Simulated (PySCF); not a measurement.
Atomic charges against the basis set

Compound: 2-propanamine, C3H9N.
Bonds: C1–C2, C2–C3, C2–N4. Hydrogens: H5, H6, H7 on C1; H8 on C2; H9, H10, H11 on C3; H12, H13 on N4.

PBE0 throughout (PySCF), one geometry, spherical d and f functions. Isolated species at its PBE0-D3(BJ)/def2-SVP geometry (one conformer only). Atoms taken as equivalent share a column and are averaged.

Mulliken charges (e):

```json
{"basis": "STO-3G", "functions": "29", "C1/C3": "-0.230", "C2": "+0.023", "N4": "-0.415", "H5 (×6)": "+0.078", "H8": "+0.054", "H12/H13": "+0.165"}
{"basis": "6-31G", "functions": "54", "C1/C3": "-0.464", "C2": "-0.059", "N4": "-0.702", "H5 (×6)": "+0.162", "H8": "+0.137", "H12/H13": "+0.288"}
{"basis": "pcSseg-0", "functions": "54", "C1/C3": "-0.568", "C2": "-0.255", "N4": "-0.753", "H5 (×6)": "+0.224", "H8": "+0.219", "H12/H13": "+0.290"}
{"basis": "6-31G*", "functions": "74", "C1/C3": "-0.514", "C2": "-0.010", "N4": "-0.756", "H5 (×6)": "+0.171", "H8": "+0.135", "H12/H13": "+0.316"}
{"basis": "def2-SVP", "functions": "101", "C1/C3": "-0.047", "C2": "-0.097", "N4": "-0.249", "H5 (×6)": "+0.037", "H8": "+0.017", "H12/H13": "+0.100"}
{"basis": "cc-pVDZ", "functions": "101", "C1/C3": "-0.037", "C2": "-0.137", "N4": "-0.182", "H5 (×6)": "+0.038", "H8": "+0.007", "H12/H13": "+0.081"}
{"basis": "pcSseg-1", "functions": "113", "C1/C3": "-0.240", "C2": "-0.195", "N4": "-0.419", "H5 (×6)": "+0.111", "H8": "+0.098", "H12/H13": "+0.166"}
{"basis": "6-311+G(2d,p)", "functions": "162", "C1/C3": "-0.497", "C2": "+0.103", "N4": "-0.489", "H5 (×6)": "+0.143", "H8": "+0.086", "H12/H13": "+0.220"}
{"basis": "aug-cc-pVDZ", "functions": "173", "C1/C3": "+0.686", "C2": "-0.203", "N4": "-0.111", "H5 (×6)": "-0.115", "H8": "-0.272", "H12/H13": "-0.049"}
{"basis": "def2-TZVP", "functions": "178", "C1/C3": "-0.371", "C2": "+0.071", "N4": "-0.519", "H5 (×6)": "+0.116", "H8": "+0.068", "H12/H13": "+0.213"}
{"basis": "IGLO-III", "functions": "230", "C1/C3": "-0.370", "C2": "+0.029", "N4": "-0.543", "H5 (×6)": "+0.116", "H8": "+0.105", "H12/H13": "+0.225"}
{"basis": "cc-pVTZ", "functions": "246", "C1/C3": "-0.279", "C2": "+0.021", "N4": "-0.310", "H5 (×6)": "+0.090", "H8": "+0.061", "H12/H13": "+0.122"}
```

IAO charges (e):

```tsv
basis	functions	C1/C3	C2	N4	H5 (×6)	H8	H12/H13
STO-3G	29	-0.392	-0.054	-0.442	+0.133	+0.104	+0.190
6-31G	54	-0.430	+0.003	-0.573	+0.142	+0.099	+0.238
pcSseg-0	54	-0.420	-0.013	-0.545	+0.140	+0.101	+0.228
6-31G*	74	-0.411	+0.022	-0.572	+0.135	+0.093	+0.235
def2-SVP	101	-0.400	+0.024	-0.562	+0.131	+0.090	+0.231
cc-pVDZ	101	-0.411	+0.026	-0.570	+0.134	+0.093	+0.235
pcSseg-1	113	-0.410	+0.021	-0.577	+0.135	+0.096	+0.236
6-311+G(2d,p)	162	-0.424	+0.021	-0.604	+0.139	+0.101	+0.247
aug-cc-pVDZ	173	-0.423	+0.022	-0.603	+0.138	+0.100	+0.247
def2-TZVP	178	-0.424	+0.022	-0.599	+0.139	+0.100	+0.246
IGLO-III	230	-0.425	+0.020	-0.604	+0.140	+0.101	+0.248
cc-pVTZ	246	-0.425	+0.022	-0.596	+0.139	+0.099	+0.245
```

Hirshfeld charges (e):

| basis | functions | C1/C3 | C2 | N4 | H5 (×6) | H8 | H12/H13 |
| --- | --- | --- | --- | --- | --- | --- | --- |
| STO-3G | 29 | -0.043 | +0.071 | -0.235 | +0.015 | -0.006 | +0.084 |
| 6-31G | 54 | -0.103 | +0.033 | -0.246 | +0.034 | +0.010 | +0.102 |
| pcSseg-0 | 54 | -0.107 | +0.039 | -0.241 | +0.034 | +0.009 | +0.102 |
| 6-31G* | 74 | -0.104 | +0.026 | -0.240 | +0.034 | +0.013 | +0.102 |
| def2-SVP | 101 | -0.118 | +0.024 | -0.233 | +0.037 | +0.016 | +0.105 |
| cc-pVDZ | 101 | -0.115 | +0.022 | -0.228 | +0.035 | +0.015 | +0.104 |
| pcSseg-1 | 113 | -0.120 | +0.019 | -0.235 | +0.038 | +0.019 | +0.105 |
| 6-311+G(2d,p) | 162 | -0.120 | +0.006 | -0.234 | +0.040 | +0.024 | +0.104 |
| aug-cc-pVDZ | 173 | -0.127 | +0.007 | -0.234 | +0.041 | +0.026 | +0.104 |
| def2-TZVP | 178 | -0.123 | +0.010 | -0.235 | +0.040 | +0.023 | +0.106 |
| IGLO-III | 230 | -0.127 | +0.008 | -0.236 | +0.041 | +0.025 | +0.105 |
| cc-pVTZ | 246 | -0.124 | +0.013 | -0.235 | +0.039 | +0.022 | +0.105 |

Some averages cover members that differ in this geometry, most widely: H5 (×6), Mulliken in aug-cc-pVDZ -0.173 to -0.050; H5 (×6), Mulliken in 6-31G +0.151 to +0.179; H5 (×6), Mulliken in IGLO-III +0.106 to +0.132 e.

Problem. Which scheme is steadiest as the basis changes?

Solution. Largest range over the bases for any column: Hirshfeld 0.08 e, IAO 0.16 e, Mulliken 1.25 e. Hirshfeld charges move least and Mulliken charges most, counted in e. Without the minimal STO-3G basis the ranges are Hirshfeld 0.03, IAO 0.06, Mulliken 1.25 e.

Problem. How much do the charges still move between the two largest bases, IGLO-III and cc-pVTZ?

Solution. At most, over all atoms: Mulliken 0.233 e, IAO 0.009 e, Hirshfeld 0.005 e.

Problem. What do the same runs give for the total energy, the frontier levels and the dipole moment?

Solution. 
```json
{"basis": "STO-3G", "energy (Eh)": "-172.1451", "HOMO (eV)": "-3.73", "LUMO (eV)": "9.96", "μ (D)": "1.37"}
{"basis": "6-31G", "energy (Eh)": "-174.2208", "HOMO (eV)": "-6.27", "LUMO (eV)": "2.36", "μ (D)": "1.58"}
{"basis": "pcSseg-0", "energy (Eh)": "-173.8643", "HOMO (eV)": "-6.27", "LUMO (eV)": "1.90", "μ (D)": "1.63"}
{"basis": "6-31G*", "energy (Eh)": "-174.2668", "HOMO (eV)": "-6.49", "LUMO (eV)": "2.45", "μ (D)": "1.34"}
{"basis": "def2-SVP", "energy (Eh)": "-174.1491", "HOMO (eV)": "-6.58", "LUMO (eV)": "1.63", "μ (D)": "1.28"}
{"basis": "cc-pVDZ", "energy (Eh)": "-174.2816", "HOMO (eV)": "-6.54", "LUMO (eV)": "1.74", "μ (D)": "1.21"}
{"basis": "pcSseg-1", "energy (Eh)": "-174.2530", "HOMO (eV)": "-6.76", "LUMO (eV)": "1.32", "μ (D)": "1.35"}
{"basis": "6-311+G(2d,p)", "energy (Eh)": "-174.3294", "HOMO (eV)": "-6.90", "LUMO (eV)": "0.23", "μ (D)": "1.31"}
{"basis": "aug-cc-pVDZ", "energy (Eh)": "-174.2982", "HOMO (eV)": "-6.89", "LUMO (eV)": "-0.15", "μ (D)": "1.28"}
{"basis": "def2-TZVP", "energy (Eh)": "-174.3404", "HOMO (eV)": "-6.85", "LUMO (eV)": "0.97", "μ (D)": "1.30"}
{"basis": "IGLO-III", "energy (Eh)": "-174.3486", "HOMO (eV)": "-6.89", "LUMO (eV)": "0.62", "μ (D)": "1.28"}
{"basis": "cc-pVTZ", "energy (Eh)": "-174.3381", "HOMO (eV)": "-6.79", "LUMO (eV)": "1.08", "μ (D)": "1.24"}
```

The dipole is fixed by the density alone, so its range of 0.42 D shows that the density itself changes with the basis, not only its division among atoms.
